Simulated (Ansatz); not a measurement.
**CHAl (triplet): wave-function methods side by side at distance Al1–C2 = 3.002 Å, 6-31G**

Aim: climb from Hartree-Fock through coupled cluster and multireference methods for CHAl (triplet) at one geometry and basis, and see what each rung misses.

Computed with Ansatz 0.2.0, Gaussian basis. Level: 6-31G, core rule «outside noble gas», up to 6 orbitals frozen.

The runs, in order: UHF; CCSD(T) on ROHF; CCSD(T) on UHF; BCCD(T) on ROHF; CISD; CCSDT(Q) on ROHF; CCSDT(Q) on UHF; CISDTQ; CCSDTQ on ROHF; CCSDTQ on UHF; CASSCF and MRCISD+Q, 4 electrons in 4 orbitals; CASSCF and NEVPT2, 4 electrons in 4 orbitals; CASSCF and MRCISD+Q, 8 electrons in 9 orbitals; CASSCF and NEVPT4(SD), 8 electrons in 9 orbitals; CASSCF and NEVPT2, 8 electrons in 9 orbitals; Full CI.

18 further runs of the same task are left out: 14 that didn't finish, 4 set aside as unsound or not needed.

## Step 1: What is computed

The geometry derives from a PBE0/def2-TZVP stationary point (not a proven minimum). One bond is set to the value named and the two fragments are kept rigid.

3 atoms, charge 0, spin multiplicity 3.

Atoms are counted from 1 here; the program's logs count them from 0.

Bond lengths: Al1–H3 1.601 Å.

## Step 2: UHF

in.yaml reads:

```yaml
crystal:
  periodic: [false, false, false]
  atoms:
    - {symbol: Al, position_ang: [0.000000, 0.000000, 0.467033]}
    - {symbol: C, position_ang: [0.000000, 0.000000, -2.534967]}
    - {symbol: H, position_ang: [0.000000, 0.000000, 2.067933]}
basis:
  gaussian: {orbitals: 6-31G}
magnetization: {spin_polarized: true, initial_magnetization: 2}
hamiltonian: {xc: hf}
output: {orbitals: {seedname: orbitals}}
```

Command:

```
$ ansatz run in.yaml --threads 1 --pin off --events-out ev --progress --plain --max-ram 2393MiB
```

The runs that follow: CCSD(T) on ROHF; CCSD(T) on UHF; BCCD(T) on ROHF; CISD; CCSDT(Q) on ROHF; CCSDT(Q) on UHF; CISDTQ; CCSDTQ on ROHF; CCSDTQ on UHF; CASSCF and MRCISD+Q, 4 electrons in 4 orbitals; CASSCF and NEVPT2, 4 electrons in 4 orbitals; CASSCF and MRCISD+Q, 8 electrons in 9 orbitals; CASSCF and NEVPT4(SD), 8 electrons in 9 orbitals; CASSCF and NEVPT2, 8 electrons in 9 orbitals; Full CI.

**Question.** What will the summary of the whole plan be? Wanted: FCI below the RHF energy; RMP2 from FCI; UMP2 from FCI; RCCSD from FCI; RCCSD(T) from FCI; UCCSD(T) from FCI; RCCSDT(Q) from FCI; UCCSDT(Q) from FCI; NEVPT2 pair from FCI.

The runs gave:

| quantity | value |
| --- | --- |
| FCI below the RHF energy | -2.5322 eV |
| RMP2 from FCI | +91.9 kJ/mol |
| UMP2 from FCI | +89.4 kJ/mol |
| RCCSD from FCI | +9.1 kJ/mol |
| RCCSD(T) from FCI | +4.2 kJ/mol |
| UCCSD(T) from FCI | +4.2 kJ/mol |
| RCCSDT(Q) from FCI | +0.2 kJ/mol |
| UCCSDT(Q) from FCI | +0.1 kJ/mol |
| NEVPT2 pair from FCI | +79.2 kJ/mol |
| MRCISD+Q pair from FCI | +0.1 kJ/mol |
| NEVPT2 valence from FCI | +31.8 kJ/mol |
| levels within 1 kcal/mol (43 meV) | UCCSD(T), RCCSDT, UCCSDT, CISDTQ, RCCSDT(Q), UCCSDT(Q), RCCSDTQ, UCCSDTQ, MRCISD+Q pair, MRCISD+Q valence |
| T1 diagnostic | 0.035 |
| effectively unpaired electrons | 2.13 |

**Reading.** RCCSD(T) lands +4.2 kJ/mol from the yardstick (1.7 % of the correlation energy). One determinant dominates. Of the multireference levels listed MRCISD+Q pair comes nearest in total energy (+0.1 kJ/mol), which doesn't show that its space is the better one. These misses are within one basis, not against nature; the frozen cores of restricted and unrestricted runs differ, which can shift their rows.
